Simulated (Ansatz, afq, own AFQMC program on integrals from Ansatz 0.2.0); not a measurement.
## Where AFQMC and coupled cluster stand for NH₄⁺, triplet

```yaml
atoms:
  - { symbol: N, position_ang: [0.0000, 0.0000, 0.0000] }
  - { symbol: H, position_ang: [0.5903, 0.5923, 0.5902] }
  - { symbol: H, position_ang: [-0.5929, -0.5882, 0.5917] }
  - { symbol: H, position_ang: [-0.5890, 0.5896, -0.5943] }
  - { symbol: H, position_ang: [0.5916, -0.5937, -0.5876] }
```

Basis 6-31G. Only valence electrons are correlated. AFQMC by an in-house program on the Cholesky factors that Ansatz 0.2.0 writes for its CCSD(T) run. ph-AFQMC/CISD is guided by a CISD state made of CCSD amplitudes; releasing the constraint for a short imaginary time cuts its bias at the price of noise, slowly where states lie close. Error bars are statistical, one sigma.

Determinant: UHF, the one that the program's search chose, which needn't be the lowest solution. The geometry is a PBE0/def2-TZVP stationary point of this or a neighbouring charge and spin state.

Full CI on the same integrals is exact in this basis and with this determinant's frozen core.

Cautions: another spin lies lower (by 14.90 eV); raised T1 diagnostic (T1 0.042, weight of the determinant 0.92, largest double 0.07); the released energy hasn't reached full CI (24 meV above it at 2.40 1/Eh), so no released level is given (meV from the phaseless value at times in 1/Eh: 3 ± 6 at 0.24, -7 ± 5 at 0.51, -2 ± 7 at 0.99, 6 ± 7 at 1.62, 6 ± 9 at 2.40).

```
T1 diagnostic                               : 0.0423
weight of the determinant in the CISD state : 0.922
⟨S²⟩ of the determinant                     : 2.006
size of the correlated space                : 8 electrons in 16 orbitals
```

Reference: full CI, correlation energy -3.099 eV.

| level | E − E(reference) (kcal/mol) | share of correlation (%) |
| --- | --- | --- |
| HF | 71.47 | 0.00 |
| MP2 | 12.69 | 82.24 |
| CCSD | 1.72 | 97.59 |
| CCSD(T) | 0.77 | 98.92 |
| CCSDT | 0.20 | 99.72 |
| CCSDT(Q) | 0.03 | 99.95 |
| CCSDTQ | 0.01 | 99.99 |
| ph-AFQMC/CISD | 0.41 ± 0.11 | 99.43 |

CCSDT and higher add their correlation energy to the determinant of the CCSD(T) run, since their own runs factorise the integrals more tightly (a shift of under 2 meV).
